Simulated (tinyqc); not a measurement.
Inside a calculation. Method: CCD on RHF in the sto-3g basis, for HF, spin multiplicity 1. Computed by tinyqc, a small Python program that keeps every step (integrals from PySCF). Settings: charge = 0, multiplicity = 1, basis = sto-3g, method = RHF, energy threshold = 1e-10, iteration cap = 61, orthogonalisation = symmetric, start = core, DIIS depth = 6, amplitude equations = CCD, DIIS depth for amplitudes = 4, cap on updates = 53. Command: `OMP_NUM_THREADS=1 python tinyqc.py 31201 31202 out.jsonl` (the two numbers bound the seeds that draw the settings). One thread of a shared host (Intel(R) Xeon(R) Processor @ 2.60GHz), about 0.09 s of CPU time with the checks. The early iterations of the SCF are left out here.

## One-electron integrals

Geometry (angstrom):
```
atom         x         y         z
F     0.000000  0.000000  0.000000
H     0.000000  0.000000  1.119000
```

Basis sto-3g: exponents (1/bohr^2) and contraction coefficients of normalised primitives:
```
element  l (shell)    exponent  coefficient
F            s (1)  166.679130     0.154329
F            s (1)   30.360812     0.535328
F            s (1)    8.216821     0.444635
F            s (2)    6.464803    -0.099967
F            s (2)    1.502281     0.399513
F            s (2)    0.488588     0.700115
F            p (3)    6.464803     0.155916
F            p (3)    1.502281     0.607684
F            p (3)    0.488588     0.391957
H            s (1)    3.425251     0.154329
H            s (1)    0.623914     0.535328
H            s (1)    0.168855     0.444635
```

Overlap, kinetic and nuclear-attraction integrals over the contracted functions; the nuclear repulsion is the sum of Za Zb / Rab.

nuclear repulsion = 4.25611698 hartree

overlap S, order 1F 1s, 1F 2s, 1F 2px, 1F 2py, 1F 2pz, 2H 1s:
```
[[1.000000, 0.237990, 0.000000, 0.000000, 0.000000, 0.030502],
 [0.237990, 1.000000, 0.000000, 0.000000, 0.000000, 0.325510],
 [0.000000, 0.000000, 1.000000, 0.000000, 0.000000, 0.000000],
 [0.000000, 0.000000, 0.000000, 1.000000, 0.000000, 0.000000],
 [0.000000, 0.000000, 0.000000, 0.000000, 1.000000, 0.275672],
 [0.030502, 0.325510, 0.000000, 0.000000, 0.275672, 1.000000]]
```

kinetic energy T (hartree), order 1F 1s, 1F 2s, 1F 2px, 1F 2py, 1F 2pz, 2H 1s:
```
[[36.984577, -0.212858, 0.000000, 0.000000, 0.000000, -0.007582],
 [-0.212858, 1.037995, 0.000000, 0.000000, 0.000000, 0.045133],
 [0.000000, 0.000000, 3.248015, 0.000000, 0.000000, 0.000000],
 [0.000000, 0.000000, 0.000000, 3.248015, 0.000000, 0.000000],
 [0.000000, 0.000000, 0.000000, 0.000000, 3.248015, 0.141325],
 [-0.007582, 0.045133, 0.000000, 0.000000, 0.141325, 0.760032]]
```

nuclear attraction V (hartree), order 1F 1s, 1F 2s, 1F 2px, 1F 2py, 1F 2pz, 2H 1s:
```
[[-77.482482, -9.289355, 0.000000, 0.000000, -0.010112, -1.220659],
 [-9.289355, -12.013371, 0.000000, 0.000000, -0.125045, -2.864832],
 [0.000000, 0.000000, -11.897293, 0.000000, 0.000000, 0.000000],
 [0.000000, 0.000000, 0.000000, -11.897293, 0.000000, 0.000000],
 [-0.010112, -0.125045, 0.000000, 0.000000, -11.967602, -2.109076],
 [-1.220659, -2.864832, 0.000000, 0.000000, -2.109076, -5.400878]]
```

core Hamiltonian H = T + V (hartree), order 1F 1s, 1F 2s, 1F 2px, 1F 2py, 1F 2pz, 2H 1s:
```
[[-40.497905, -9.502212, 0.000000, 0.000000, -0.010112, -1.228241],
 [-9.502212, -10.975375, 0.000000, 0.000000, -0.125045, -2.819699],
 [0.000000, 0.000000, -8.649278, 0.000000, 0.000000, 0.000000],
 [0.000000, 0.000000, 0.000000, -8.649278, 0.000000, 0.000000],
 [-0.010112, -0.125045, 0.000000, 0.000000, -8.719587, -1.967752],
 [-1.228241, -2.819699, 0.000000, 0.000000, -1.967752, -4.640846]]
```

## Two-electron integrals

Functions are numbered as in S; the eight-fold symmetry (ij|kl) = (ji|kl) = (kl|ij) leaves the list below.

Two-electron integrals (ij|kl) in chemists' order, unique and non-zero (hartree):
```
(11|11) 5.403501   (21|11) 0.841920   (21|21) 0.156299   (22|11) 1.268028
(22|21) 0.292344   (22|22) 0.926167   (31|31) 0.027998   (32|31) 0.043169
(32|32) 0.204588   (33|11) 1.264502   (33|21) 0.292403   (33|22) 0.925959
(33|33) 0.997514   (41|41) 0.027998   (42|41) 0.043169   (42|42) 0.204588
(43|43) 0.053770   (44|11) 1.264502   (44|21) 0.292403   (44|22) 0.925959
(44|33) 0.889973   (44|44) 0.997514   (51|51) 0.027998   (52|51) 0.043169
(52|52) 0.204588   (53|53) 0.053770   (54|54) 0.053770   (55|11) 1.264502
(55|21) 0.292403   (55|22) 0.925959   (55|33) 0.889973   (55|44) 0.889973
(55|55) 0.997514   (61|11) 0.109283   (61|21) 0.020127   (61|22) 0.037443
(61|33) 0.037385   (61|44) 0.037385   (61|51) 0.000819   (61|52) 0.001543
(61|55) 0.037566   (61|61) 0.002618   (62|11) 0.289884   (62|21) 0.067787
(62|22) 0.241159   (62|33) 0.237556   (62|44) 0.237556   (62|51) 0.004621
(62|52) 0.036770   (62|55) 0.248124   (62|61) 0.008866   (62|62) 0.078719
(63|31) 0.006936   (63|32) 0.041707   (63|53) 0.007648   (63|63) 0.011416
(64|41) 0.006936   (64|42) 0.041707   (64|54) 0.007648   (64|64) 0.011416
(65|11) 0.202782   (65|21) 0.048009   (65|22) 0.182825   (65|33) 0.175125
(65|44) 0.175125   (65|51) 0.009791   (65|52) 0.067996   (65|55) 0.198015
(65|61) 0.006529   (65|62) 0.073274   (65|65) 0.079139   (66|11) 0.463541
(66|21) 0.110156   (66|22) 0.452837   (66|33) 0.438011   (66|44) 0.438011
(66|51) 0.008960   (66|52) 0.101508   (66|55) 0.482016   (66|61) 0.014481
(66|62) 0.194009   (66|65) 0.210203   (66|66) 0.774606
```

## Orthogonalisation

S = U s U^T; symmetric (Loewdin) form X = U s^(-1/2) U^T, so that X^T S X = 1.

eigenvalues of S: [0.543347, 0.847584, 1.000000, 1.000000, 1.128754, 1.480316]

X, order 1F 1s, 1F 2s, 1F 2px, 1F 2py, 1F 2pz, 2H 1s:
```
[[1.022837, -0.128725, 0.000000, 0.000000, -0.004378, 0.017168],
 [-0.128725, 1.070466, 0.000000, 0.000000, 0.039927, -0.188418],
 [0.000000, 0.000000, 1.000000, 0.000000, 0.000000, 0.000000],
 [0.000000, 0.000000, 0.000000, 1.000000, 0.000000, 0.000000],
 [-0.004378, 0.039927, 0.000000, 0.000000, 1.033005, -0.156369],
 [0.017168, -0.188418, 0.000000, 0.000000, -0.156369, 1.079666]]
```

## Iteration 7 (converged): orbitals

converged F (hartree), order 1F 1s, 1F 2s, 1F 2px, 1F 2py, 1F 2pz, 2H 1s:
```
[[-25.908542, -6.624359, 0.000000, 0.000000, -0.018116, -0.865290],
 [-6.624359, -3.023806, 0.000000, 0.000000, -0.043424, -0.801747],
 [0.000000, 0.000000, -0.462144, 0.000000, 0.000000, 0.000000],
 [0.000000, 0.000000, 0.000000, -0.462144, 0.000000, 0.000000],
 [-0.018116, -0.043424, 0.000000, 0.000000, -0.257689, -0.482539],
 [-0.865290, -0.801747, 0.000000, 0.000000, -0.482539, -0.374784]]
```

Diagonalise F' = X^T F X, C = X C', fill 5 alpha and 5 beta electrons from the bottom; D = 2 C_occ C_occ^T. Each column has its largest component positive (the first on a tie).

F' = X^T F X (hartree):
```
[[-25.437871, -3.400263, 0.000000, 0.000000, -0.040998, -0.080357],
 [-3.400263, -1.797205, 0.000000, 0.000000, 0.072943, -0.397237],
 [0.000000, 0.000000, -0.462144, 0.000000, 0.000000, 0.000000],
 [0.000000, 0.000000, 0.000000, -0.462144, 0.000000, 0.000000],
 [-0.040998, 0.072943, 0.000000, 0.000000, -0.125848, -0.473768],
 [-0.080357, -0.397237, 0.000000, 0.000000, -0.473768, -0.060720]]
```

orbital energies (hartree): [-25.917963, -1.427262, -0.522452, -0.462144, -0.462144, 0.446032]

coefficients C, order 1F 1s, 1F 2s, 1F 2px, 1F 2py, 1F 2pz, 2H 1s:
```
[[0.994902, -0.255799, 0.061297, 0.000000, 0.000000, 0.063702],
 [0.021110, 0.980886, -0.316466, 0.000000, 0.000000, -0.369904],
 [0.000000, 0.000000, 0.000000, 0.999986, -0.005345, 0.000000],
 [0.000000, 0.000000, 0.000000, 0.005345, 0.999986, 0.000000],
 [0.001738, 0.041445, 0.687633, 0.000000, 0.000000, -0.786515],
 [-0.003852, 0.118009, 0.575136, 0.000000, 0.000000, 0.938724]]
```

D after iteration 7, order 1F 1s, 1F 2s, 1F 2px, 1F 2py, 1F 2pz, 2H 1s:
```
[[2.118041, -0.498611, 0.000000, 0.000000, 0.066555, 0.002471],
 [-0.498611, 2.125469, 0.000000, 0.000000, -0.353846, -0.132677],
 [0.000000, 0.000000, 2.000000, 0.000000, 0.000000, 0.000000],
 [0.000000, 0.000000, 0.000000, 2.000000, 0.000000, 0.000000],
 [0.066555, -0.353846, 0.000000, 0.000000, 0.949119, 0.800733],
 [0.002471, -0.132677, 0.000000, 0.000000, 0.800733, 0.689445]]
```

Within a degenerate level the vectors are fixed only up to a rotation; this is one choice.

## Convergence

Stop when the energy changes by less than 1e-10 hartree and every element of the error matrix X^T (F D S - S D F) X is below 3e-06.

Course of the cycle:
```
iteration   E (hartree)     change  largest element of the error matrix
1          -97.87438061          -                             5.64e-01
2          -98.54249295  -6.68e-01                             8.99e-02
3          -98.54717889  -4.69e-03                             1.12e-02
4          -98.54727706  -9.82e-05                             8.53e-04
5          -98.54727753  -4.65e-07                             1.31e-05
6          -98.54727753  -1.32e-10                             1.18e-07
7          -98.54727753   2.84e-14                             6.03e-08
```

PySCF RHF in the same basis = -98.54727753 hartree

Converged in 7 iterations.

## Integrals over molecular orbitals

(pq|rs) = sum C_ip C_jq C_kr C_ls (ij|kl), one index at a time.

one-electron integrals over orbitals h = C^T H C (hartree):
```
[[-40.480319, 0.716356, -0.162658, 0.000000, 0.000000, -0.173851],
 [0.716356, -9.128770, 0.536794, 0.000000, 0.000000, 0.934289],
 [-0.162658, 0.536794, -7.103785, 0.000000, 0.000000, 2.116884],
 [0.000000, 0.000000, 0.000000, -8.649278, 0.000000, 0.000000],
 [0.000000, 0.000000, 0.000000, 0.000000, -8.649278, 0.000000],
 [-0.173851, 0.934289, 2.116884, 0.000000, 0.000000, -6.056553]]
```

Two-electron integrals over orbitals (pq|rs), unique and non-zero (hartree):
```
(11|11) 5.363821    (21|11) -0.516325   (21|21) 0.078411    (22|11) 1.221445
(22|21) -0.021831   (22|22) 0.864748    (31|11) 0.122933    (31|21) -0.017749
(31|22) 0.008769    (31|31) 0.019165    (32|11) -0.133090   (32|21) 0.006359
(32|22) -0.040180   (32|31) 0.020706    (32|32) 0.145268    (33|11) 0.928129
(33|21) -0.009237   (33|22) 0.717373    (33|31) -0.003161   (33|32) -0.025200
(33|33) 0.707638    (41|41) 0.029558    (42|41) 0.039772    (42|42) 0.186573
(43|41) -0.008644   (43|42) -0.033746   (43|43) 0.039477    (44|11) 1.264019
(44|21) -0.014869   (44|22) 0.888987    (44|31) 0.003605    (44|32) -0.072618
(44|33) 0.706520    (44|44) 0.997514    (51|51) 0.029558    (52|51) 0.039772
(52|52) 0.186573    (53|51) -0.008644   (53|52) -0.033746   (53|53) 0.039477
(54|54) 0.053770    (55|11) 1.264019    (55|21) -0.014869   (55|22) 0.888987
(55|31) 0.003605    (55|32) -0.072618   (55|33) 0.706520    (55|44) 0.889973
(55|55) 0.997514    (61|11) 0.128747    (61|21) -0.020704   (61|22) 0.002134
(61|31) -0.011075   (61|32) -0.024050   (61|33) 0.007908    (61|44) 0.003663
(61|55) 0.003663    (61|61) 0.021886    (62|11) -0.187687   (62|21) 0.004642
(62|22) -0.102748   (62|31) -0.020026   (62|32) -0.066477   (62|33) -0.026158
(62|44) -0.100894   (62|55) -0.100894   (62|61) 0.017947    (62|62) 0.092635
(63|11) -0.398251   (63|21) 0.006768    (63|22) -0.211145   (63|31) 0.001726
(63|32) 0.088654    (63|33) -0.104104   (63|44) -0.227805   (63|55) -0.227805
(63|61) -0.005527   (63|62) 0.044896    (63|63) 0.211646    (64|41) -0.008369
(64|42) -0.033837   (64|43) -0.019840   (64|64) 0.029967    (65|51) -0.008369
(65|52) -0.033837   (65|53) -0.019840   (65|65) 0.029967    (66|11) 0.858492
(66|21) -0.009088   (66|22) 0.655216    (66|31) 0.012264    (66|32) 0.055303
(66|33) 0.659704    (66|44) 0.635466    (66|55) 0.635466    (66|61) -0.008299
(66|62) -0.059424   (66|63) -0.021676   (66|66) 0.692119
```

## CCD: starting amplitudes

t_ij^ab = <ij||ab> / (e_i + e_j - e_a - e_b), whose energy is MP2.

Starting amplitudes (spin orbitals 1a, 1b, ...; amplitudes related by a flip of all spins are not repeated):
```
from      to          t
3a 3b  6a 6b  -0.109267
2a 2b  6a 6b  -0.024725
5a 5b  6a 6b  -0.016499
4a 4b  6a 6b  -0.016499
2a 3b  6a 6b  -0.015799
1a 2b  6a 6b  -0.000636
1a 1b  6a 6b  -0.000415
1a 3b  6a 6b   0.000202
```

correlation energy = -0.02785785 hartree

## CCD: amplitude update 1

t_ij^ab D_ij^ab are set to the remaining terms of the spin-orbital equations, evaluated with the old amplitudes; for the doubles these are <ij||ab> + 1/2 <ab||ef> t_ij^ef + 1/2 <mn||ij> t_mn^ab + P(ij)P(ab) <mb||ej> t_im^ae + terms in t^2, D the orbital-energy denominators.

Amplitudes after update 1 (spin orbitals 1a, 1b, ...; amplitudes related by a flip of all spins are not repeated):
```
from      to          t
3a 3b  6a 6b  -0.152645
2a 2b  6a 6b  -0.025341
2a 3b  6a 6b  -0.024747
5a 5b  6a 6b  -0.018590
4a 4b  6a 6b  -0.018590
1a 2b  6a 6b  -0.000530
1a 1b  6a 6b  -0.000322
1a 3b  6a 6b   0.000097
```

correlation energy = -0.03801760 hartree

## CCD: convergence

E_corr = 1/4 sum <ij||ab> t_ij^ab; stop when the norm of the change is below 1e-8.

Course of the amplitude iterations:
```
update  correlation energy (hartree)  norm of the change
0                        -0.02785785                   -
1                        -0.03801760            9.06e-02
2                        -0.04194644            3.67e-02
3                        -0.04457250            1.50e-02
4                        -0.04455359            2.80e-04
5                        -0.04455774            3.50e-05
6                        -0.04455676            6.54e-06
7                        -0.04455673            1.41e-06
8                        -0.04455676            4.14e-07
9                        -0.04455676            1.13e-08
10                       -0.04455676            2.37e-09
```

Converged amplitudes (spin orbitals 1a, 1b, ...; amplitudes related by a flip of all spins are not repeated):
```
from      to          t
3a 3b  6a 6b  -0.182272
2a 3b  6a 6b  -0.030777
2a 2b  6a 6b  -0.022591
5a 5b  6a 6b  -0.018342
4a 4b  6a 6b  -0.018342
1a 2b  6a 6b  -0.000475
1a 1b  6a 6b  -0.000308
1a 3b  6a 6b   0.000026
```

CCD total energy = -98.59183429 hartree

Converged in 10 updates, with DIIS from the third.
